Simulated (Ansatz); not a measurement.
# CAlF: the cost of one run

The runs use Ansatz 0.2.0, Gaussian basis; def2-TZVPP, core rule «outside noble gas», up to 7 orbitals frozen.

Plan: UHF; ROHF; CCSD(T) on UHF.

2 further runs of the same task are left out: 2 set aside as unsound or not needed.

## 1. The system

The geometry is a PBE0/def2-TZVP stationary point (not a proven minimum) of the parent state, kept for this charge and spin.

3 atoms, charge 1, spin multiplicity 2.

Atoms are counted from 1 here; the program's logs count them from 0.

Bond lengths: C1–Al2 1.936 Å, Al2–F3 1.644 Å. Angles: C1–Al2–F3 180.0°.

## 2. UHF

in.yaml reads:

```yaml
crystal:
  periodic: [false, false, false]
  atoms:
    - {symbol: C, position_ang: [0.000000, 0.000000, 1.838500]}
    - {symbol: Al, position_ang: [0.000000, 0.000000, -0.097400]}
    - {symbol: F, position_ang: [0.000000, 0.000000, -1.741100]}
basis:
  gaussian: {orbitals: def2-TZVPP}
total_charge: 1
magnetization: {spin_polarized: true, initial_magnetization: 1}
hamiltonian: {xc: hf}
output: {orbitals: {seedname: orbitals}}
```

Run with:

```console
$ ansatz run in.yaml --threads 1 --pin off --events-out ev --progress --plain --max-ram 2560MiB --backend cpu
```

Q: Estimate wall time and peak memory on 1 thread of AMD EPYC 7R13, shared host.

About 7.5 s, with a peak of 0.25 GiB.
